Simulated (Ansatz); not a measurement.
What does this script print? It uses the Ansatz DFT code, driven from Python.

The script, `run_pa.py`:
```python
# -*- coding: utf-8 -*-
"""Proton affinity of CH4AlN at one site."""

import ansatz as az
from ase import Atoms
import numpy as np


def main():
    atoms = Atoms(["C", "N", "Al", "H", "H", "H", "H"], positions=[
        [-1.2071, -0.2632, -0.6687],
        [-0.2008, -0.8332, -0.2915],
        [1.1808, 0.062, 0.6125],
        [-1.9585, -0.7575, -1.203],
        [-1.3891, 0.8376, -0.5188],
        [1.1022, 1.6394, 0.933],
        [2.5336, -0.7532, 1.0908],
    ])
    molecule = az.Crystal.molecule_from_ase(atoms)

    calculation = molecule.calculation().basis(gaussian="6-31G*").functional("B3LYP", dispersion="d3bj")
    symbols = [site.symbol for site in molecule.cartesian_sites]
    start = np.array([site.position_ang for site in molecule.cartesian_sites], dtype=float)
    rep = calculation.relax(force_tolerance=0.01).run().report
    end = np.array(rep["positions_ang"])

    # start the new hydrogen opposite the existing bonds
    away = sum((end[1] - end[j]) / np.linalg.norm(end[1] - end[j]) for j in [0, 2]) + np.array([0.15, 0.1, -0.2])
    proton = end[1] + 1.0 * away / np.linalg.norm(away)
    acid = az.Crystal.molecule()
    for symbol, place in zip(symbols, end):
        acid = acid.atom(symbol, place.tolist())
    acid = acid.atom("H", proton.tolist())
    protonated = acid.calculation()
    protonated = protonated.basis(gaussian="6-31G*")
    protonated = protonated.functional("B3LYP", dispersion="d3bj")
    protonated = protonated.charge(1).relax(force_tolerance=0.01, max_steps=80)
    after = protonated.run().report
    xyz = np.array(after["positions_ang"])
    reach = np.linalg.norm(xyz[:-1] - xyz[-1], axis=1)
    print(f"base {rep['free_energy_ev']:.5f} eV, protonated {after['free_energy_ev']:.5f} eV")
    print(f"the proton ends {reach.min():.3f} A from {symbols[reach.argmin()]}{reach.argmin()}")
    print(f"electronic proton affinity {23.060548 * (rep['free_energy_ev'] - after['free_energy_ev']):.1f} kcal/mol")


if __name__ == "__main__":
    main()
```

`python run_pa.py` gives:
```text
base -9188.98035 eV, protonated -9198.78710 eV
the proton ends 1.024 A from N1
electronic proton affinity 226.1 kcal/mol
```

Reading the output:
- Total energies depend on the basis set; only differences at equal settings carry meaning.
- The proton is put on one chosen atom, which needn't be the most basic site, so the molecule's proton affinity can be higher; the ends are stationary points, not checked by frequencies, and zero-point and thermal terms count only where printed.
- b3lyp holds the VWN-RPA fit, as in Gaussian; the form of ORCA and Turbomole is b3lyp5.
- The whole script took 76 s on 1 thread of Arm Neoverse V1, on a shared host, peak memory 0.21 GiB.

(A comment or docstring line of the script was reworded after the run, the code is as it ran; lines on the test bed's own set-up are left out of the output.)
